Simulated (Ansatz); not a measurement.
Species: CH2O (charge +1, doublet). SMILES of the parent species: C=O

Atoms: O1, C2, H3, H4. Bonds: O1-C2, C2-H3, C2-H4.

Bond lengths (Å) and angles (degrees) optimised at HF/STO-3G with Ansatz (a quantum-chemistry and plane-wave program); PBE/6-31G* with Ansatz; MP2/6-31G* with Ansatz, each started from the B3LYP-D3(BJ)/def2-TZVP structure (Ansatz) of the last column. A row stands for all coordinates that are equal there. 6-31G* holds six Cartesian d functions. No wavenumbers were computed at HF/STO-3G, PBE/6-31G*, MP2/6-31G*, so these may be saddle points.

```json
[
 {"coordinate": "O1-C2", "HF/STO-3G": "1.295", "PBE/6-31G*": "1.201", "MP2/6-31G*": "1.209", "B3LYP-D3(BJ)/def2-TZVP": "1.187"},
 {"coordinate": "C2-H3", "HF/STO-3G": "1.118", "PBE/6-31G*": "1.133", "MP2/6-31G*": "1.108", "B3LYP-D3(BJ)/def2-TZVP": "1.120"},
 {"coordinate": "O1-C2-H3", "HF/STO-3G": "118.1", "PBE/6-31G*": "120.7", "MP2/6-31G*": "118.4", "B3LYP-D3(BJ)/def2-TZVP": "120.2"},
 {"coordinate": "H3-C2-H4", "HF/STO-3G": "123.8", "PBE/6-31G*": "118.5", "MP2/6-31G*": "123.3", "B3LYP-D3(BJ)/def2-TZVP": "119.6"}
]
```

Mean signed difference of all 3 bond lengths from B3LYP-D3(BJ)/def2-TZVP: HF/STO-3G 0.035 Å, PBE/6-31G* 0.013 Å, MP2/6-31G* -0.001 Å.
